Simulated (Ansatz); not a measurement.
C4H6O, SMILES `C=CC(=C)O`, relaxed with RKS PBE0-D4/def2-TZVP in the Gaussian-basis code of Ansatz from a GFN2-xTB geometry. The force threshold is 0.005 eV/Å; the program also tests the step.

Charge 0, multiplicity 1.

Start:

```xyz
11

C     1.013    1.319   -1.003
C    -0.075    0.617   -0.714
C    -0.140   -0.369    0.357
C    -1.238   -1.085    0.608
O     1.008   -0.504    1.081
H     1.921    1.188   -0.441
H     1.030    2.040   -1.802
H    -0.991    0.743   -1.273
H    -2.130   -0.960    0.025
H    -1.275   -1.813    1.402
H     0.878   -1.175    1.760
```

```tsv
step	energy (eV)	largest force (eV/Å)	largest move (Å)
1	-6286.8744	0.328	0.000
2	-6286.8837	0.122	0.014
3	-6286.8852	0.031	0.011
4	-6286.8854	0.030	0.008
5	-6286.8854	0.049	0.007
6	-6286.8855	0.009	0.003
7	-6286.8855	0.001	0.002
```

End:

```xyz
11

C     1.015    1.322   -0.995
C    -0.066    0.603   -0.709
C    -0.139   -0.381    0.361
C    -1.247   -1.085    0.616
O     1.014   -0.509    1.063
H     1.930    1.210   -0.427
H     1.008    2.041   -1.805
H    -0.978    0.723   -1.284
H    -2.134   -0.934    0.017
H    -1.294   -1.817    1.415
H     0.890   -1.172    1.748
```

Run time 19 s (2 threads of an AMD EPYC 7R13 on a shared host and a share of an NVIDIA H100 80 GB); peak host memory 0.8 GiB.
